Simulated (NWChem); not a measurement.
System: nitrous oxide (N2O); SMILES N#[N+][O-]

Excerpt of the output:

```
             Northwest Computational Chemistry Package (NWChem) 7.3.0
             --------------------------------------------------------

                             Geometry "geometry" -> ""
                             -------------------------

 Output coordinates in angstroms (scale by  1.889725989 to convert to a.u.)

  No.       Tag          Charge          X              Y              Z
 ---- ---------------- ---------- -------------- -------------- --------------
    1 N                    7.0000    -1.21103800    -0.02196600     0.01937900
    2 N                    7.0000    -0.06541900    -0.00118500     0.00104700
    3 O                    8.0000     1.12165400     0.02034400    -0.01794800

 Effective nuclear repulsion energy (a.u.)      60.2837529421

                                 NWChem DFT Module
                                 -----------------

 Summary of "ao basis" -> "ao basis" (spherical)
 ------------------------------------------------------------------------------
       Tag                 Description            Shells   Functions and Types
 ---------------- ------------------------------  ------  ---------------------
 N                           6-31g*                  6       14   3s2p1d
 O                           6-31g*                  6       14   3s2p1d

 in cosmo_initialize ...
 calling solv_data for solv:propanol

 solvent parameters
 solvname_short: propanol
 solvname_long:  1-propanol
 dielec:       20.5240
 dielecinf:     1.9182
 nonaqueous SMD model solvent descriptors
 dielec:       20.5240
 sola:          0.3700
 solb:          0.4800
 solc:          0.0000
 solg:         33.5700
 solh:          0.0000
 soln:          1.3850

          ---------------
          -cosmo- solvent
          ---------------
 Cosmo: York-Karplus, doi: 10.1021/jp992097l
 dielectric constant -eps-     =  20.52
 screen = (eps-1)/(eps    )    =   0.95128
 surface charge correction     = lagrangian

   van der Waals surface
 --------------------------

 ---------- ATOMIC COORDINATES (A.U.) ------------ VDWR(ANG.) --
     1   -2.28852998   -0.04150972    0.03662100     1.890
     2   -0.12362398   -0.00223933    0.00197854     1.890
     3    2.11961871    0.03844459   -0.03391680     1.628
 number of segments per atom =        128
 number of   points per atom =        128
 atom (   nspa,  nppa )
 ----------------------
    1 (     92,     0 )       0
    2 (     67,     0 )       0
    3 (     80,     0 )       0
 number of -cosmo- surface points =      239
 molecular surface =     69.375 angstrom**2
 molecular volume  =     47.634 angstrom**3
 -lineq- algorithm             =   0
 -bem- low  level              =   3
 -bem- from -octahedral-
 gaussian surface charge width =   4.50000
 degree of switching           =   1.00000
 switching function tolerance  =   0.00010
 atomic radii =
 --------------
    1  7.000  1.890
    2  7.000  1.890
    3  8.000  1.628
 ...... end of -cosmo- initialization ......

 nat:                     3
 ixmem:                   608
 calling mnsol_interface()
 G(SMD-CDS) energy (kcal/mol)  =     4.425
 SMD-CDS SASA (angstrom**2)    =    75.540

            General Information
            -------------------
          SCF calculation type: DFT
          Wavefunction type:  closed shell.
          No. of atoms     :     3
          No. of electrons :    22
           Alpha electrons :    11
            Beta electrons :    11
          Charge           :     0
          Spin multiplicity:     1
          Use of symmetry is: off; symmetry adaption is: off
          Maximum number of iterations: 150
          AO basis - number of functions:    42
                     number of shells:    18
          Convergence on energy requested:  1.00D-06
          Convergence on density requested:  1.00D-05
          Convergence on gradient requested:  5.00D-04

              XC Information
              --------------
                       M05-2X Method XC Functional
                     Hartree-Fock (Exact) Exchange  0.560
                M05-2X metaGGA Exchange Functional  0.440
                      M05-2X Correlation Potential  1.000

             Grid Information
             ----------------
          Grid used for XC integration:  medium
          Radial quadrature: Mura-Knowles
          Angular quadrature: Lebedev.
          Tag              B.-S. Rad. Rad. Pts. Rad. Cut. Ang. Pts.
          ---              ---------- --------- --------- ---------
          N                   0.65       49           7.0       434
          O                   0.60       49           7.0       434
          Grid pruning is: on
          Number of quadrature shells:   147
          Spatial weights used:  Erf1

      Superposition of Atomic Density Guess
      -------------------------------------

 Sum of atomic energies:        -183.34182872

      Non-variational initial energy
      ------------------------------

 Total energy =    -184.389262
 1-e energy   =    -370.049286
 2-e energy   =     125.376271
 HOMO         =      -0.358473
 LUMO         =       0.073764

   convergence    iter        energy       DeltaE   RMS-Dens  Diis-err
 ---------------- ----- ----------------- --------- --------- ---------
     COSMO gas phase
 d= 0,ls=0.0,diis     1   -184.5145502129 -2.45D+02  2.14D-02  1.06D+00
 d= 0,ls=0.0,diis     2   -184.4605451963  5.40D-02  1.25D-02  1.83D+00
 d= 0,ls=0.0,diis     3   -184.6202832300 -1.60D-01  2.87D-03  2.31D-02
 d= 0,ls=0.0,diis     4   -184.6211363967 -8.53D-04  1.69D-03  1.57D-02
 d= 0,ls=0.0,diis     5   -184.6226222381 -1.49D-03  4.40D-04  1.32D-03
  Resetting Diis
 d= 0,ls=0.0,diis     6   -184.6227538799 -1.32D-04  7.54D-05  5.69D-06
 d= 0,ls=0.0,diis     7   -184.6227547754 -8.95D-07  1.60D-05  2.71D-07
 d= 0,ls=0.0,diis     8   -184.6227547252  5.01D-08  1.07D-05  7.84D-07
 d= 0,ls=0.0,diis     9   -184.6227548039 -7.87D-08  2.24D-06  2.87D-08

   convergence    iter        energy       DeltaE   RMS-Dens  Diis-err
 ---------------- ----- ----------------- --------- --------- ---------
     COSMO solvation phase
 d= 0,ls=0.0,diis     1   -184.6183328794  4.42D-03  1.87D-03  1.12D-03
 d= 0,ls=0.0,diis     2   -184.6184547514 -1.22D-04  3.83D-04  1.05D-03
 d= 0,ls=0.0,diis     3   -184.6185415410 -8.68D-05  1.99D-04  5.28D-05
 d= 0,ls=0.0,diis     4   -184.6185468210 -5.28D-06  3.71D-05  1.83D-06
 d= 0,ls=0.0,diis     5   -184.6185469367 -1.16D-07  1.18D-05  6.09D-07
 d= 0,ls=0.0,diis     6   -184.6185469857 -4.90D-08  4.88D-06  1.28D-07

         Total DFT energy =     -184.618546985684
      One electron energy =     -369.606967322670
           Coulomb energy =      147.006179862847
    Exchange-Corr. energy =      -22.203120852384
 Nuclear repulsion energy =       60.283752942095

             COSMO energy =       -0.098391615572

 Numeric. integr. density =       22.000000805648

                                COSMO-SMD solvation results
                                ---------------------------

             internal energy in gas <Psi(g)|H|Psi(g)> =      -184.622754803946
         internal energy in solvent <Psi(s)|H|Psi(s)> =      -184.622519362879
                               delta internal energy  =         0.000235441067 (    0.15 kcal/mol)
   total free energy in solvent <Psi(s)|H+V/2|Psi(s)> =      -184.625598575965
 polarization energy contribution <Psi(s)|V/2|Psi(s)> =        -0.003079213086 (   -1.93 kcal/mol)
    total free energy in solvent including G(SMD-CDS) =      -184.618546985684
                       G(SMD-CDS) energy contribution =         0.007051590281 (    4.42 kcal/mol)
     1 M fixed-concentration free energy of solvation =         0.004207818263 (    2.64 kcal/mol)

                       DFT Final Molecular Orbital Analysis
                       ------------------------------------

 Vector    9  Occ=2.000000D+00  E=-5.632947D-01
              MO Center= -1.3D+00, -2.3D-02,  2.0D-02, r^2= 1.1D+00
   Bfn.  Coefficient  Atom+Function         Bfn.  Coefficient  Atom+Function
  ----- ------------  ---------------      ----- ------------  ---------------
     6      0.484662  1 N  s                  3     -0.438722  1 N  px
     2      0.292181  1 N  s                 17      0.256656  2 N  px
     7     -0.213090  1 N  px                31     -0.172730  3 O  px
     1     -0.138311  1 N  s                 16     -0.126401  2 N  s
    20     -0.111516  2 N  s                 35     -0.107358  3 O  px

 Vector   10  Occ=2.000000D+00  E=-4.068868D-01
              MO Center=  1.3D-01,  2.3D-03, -2.0D-03, r^2= 1.8D+00
   Bfn.  Coefficient  Atom+Function         Bfn.  Coefficient  Atom+Function
  ----- ------------  ---------------      ----- ------------  ---------------
    33      0.391029  3 O  pz                32      0.325617  3 O  py
     5     -0.314223  1 N  pz                37      0.286786  3 O  pz
     4     -0.261658  1 N  py                36      0.238812  3 O  py
     9     -0.208506  1 N  pz                 8     -0.173626  1 N  py
    19     -0.109793  2 N  pz                18     -0.091426  2 N  py

 Vector   11  Occ=2.000000D+00  E=-4.068856D-01
              MO Center=  1.3D-01,  2.3D-03, -2.0D-03, r^2= 1.8D+00
   Bfn.  Coefficient  Atom+Function         Bfn.  Coefficient  Atom+Function
  ----- ------------  ---------------      ----- ------------  ---------------
    32      0.390921  3 O  py                33     -0.325515  3 O  pz
     4     -0.314136  1 N  py                36      0.286705  3 O  py
     5      0.261578  1 N  pz                37     -0.238736  3 O  pz
     8     -0.208448  1 N  py                 9      0.173572  1 N  pz
    18     -0.109763  2 N  py                19      0.091399  2 N  pz

 Vector   12  Occ=0.000000D+00  E= 3.665313D-02
              MO Center= -3.9D-01, -7.1D-03,  6.3D-03, r^2= 1.6D+00
   Bfn.  Coefficient  Atom+Function         Bfn.  Coefficient  Atom+Function
  ----- ------------  ---------------      ----- ------------  ---------------
    19     -0.416230  2 N  pz                23     -0.418276  2 N  pz
     9      0.411722  1 N  pz                 5      0.350670  1 N  pz
    18     -0.343770  2 N  py                22     -0.345459  2 N  py
     8      0.340046  1 N  py                 4      0.289623  1 N  py
    37      0.256940  3 O  pz                33      0.243703  3 O  pz

 Vector   13  Occ=0.000000D+00  E= 3.665387D-02
              MO Center= -3.9D-01, -7.1D-03,  6.3D-03, r^2= 1.6D+00
   Bfn.  Coefficient  Atom+Function         Bfn.  Coefficient  Atom+Function
  ----- ------------  ---------------      ----- ------------  ---------------
    18     -0.416116  2 N  py                22     -0.418158  2 N  py
     8      0.411607  1 N  py                 4      0.350573  1 N  py
    19      0.343662  2 N  pz                23      0.345349  2 N  pz
     9     -0.339939  1 N  pz                 5     -0.289532  1 N  pz
    36      0.256870  3 O  py                32      0.243637  3 O  py

 Vector   14  Occ=0.000000D+00  E= 2.027914D-01
              MO Center=  2.3D-01,  4.2D-03, -3.7D-03, r^2= 1.5D+00
   Bfn.  Coefficient  Atom+Function         Bfn.  Coefficient  Atom+Function
  ----- ------------  ---------------      ----- ------------  ---------------
    20      1.868290  2 N  s                 34     -1.480412  3 O  s
    21      1.116152  2 N  px                35      0.999283  3 O  px
    31      0.433450  3 O  px                 3     -0.358849  1 N  px
     2     -0.289085  1 N  s                  6      0.227132  1 N  s
    30     -0.211703  3 O  s                  7     -0.162742  1 N  px

     Multipole analysis of the density
     ---------------------------------

     L   x y z        total         alpha         beta         nuclear
     -   - - -        -----         -----         ----         -------
     0   0 0 0     -0.000000    -11.000000    -11.000000     22.000000

     1   1 0 0     -0.087675     -0.079773     -0.079773      0.071872
     1   0 1 0     -0.001483     -0.001398     -0.001398      0.001313
     1   0 0 1      0.001310      0.001224      0.001224     -0.001138

     2   2 0 0    -14.393951    -43.552393    -43.552393     72.710835
     2   1 1 0     -0.057028     -0.687921     -0.687921      1.318814
     2   1 0 1      0.050313      0.606904      0.606904     -1.163495
     2   0 2 0    -11.245944     -5.634932     -5.634932      0.023920
     2   0 1 1      0.000906      0.011004      0.011004     -0.021103
     2   0 0 2    -11.245718     -5.632168     -5.632168      0.018618
```

Level: M05-2X/6-31G* (spherical d), SMD on the gas-phase geometry. Structure relaxed at the PBE-D3(BJ)/def2-SVP level. Solvent: 1-propanol.

Task: Write an input that gives this output.

Result: Several could match; the one computed here: the input that was run:
```
start job
memory heap 200 mb stack 900 mb global 1100 mb
geometry units angstroms noautosym nocenter noautoz
  N     -1.211038    -0.021966     0.019379
  N     -0.065419    -0.001185     0.001047
  O      1.121654     0.020344    -0.017948
end
basis spherical
  * library 6-31g*
end
dft
  xc m05-2x
  iterations 150
end
cosmo
  do_cosmo_smd true
  solvent propanol
end
task dft energy
```
